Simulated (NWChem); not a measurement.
System: formaldehyde (CH2O); SMILES C=O

Program: NWChem. Medium grid unless said otherwise, to which SCAN and Minnesota functionals are sensitive. The geometry was optimised at PBE-D3(BJ)/def2-SVP.

Among these, which level gives the highest value of “orbital gap (eV)”?
A. B3PW91/def2-TZVP
B. TPSSh/def2-TZVP
C. LRC-wPBEh/def2-TZVP
D. PW91/def2-TZVP

C, LRC-wPBEh/def2-TZVP. Values: PW91/def2-TZVP 3.63; TPSSh/def2-TZVP 5.11; B3PW91/def2-TZVP 5.97; LRC-wPBEh/def2-TZVP 10.19
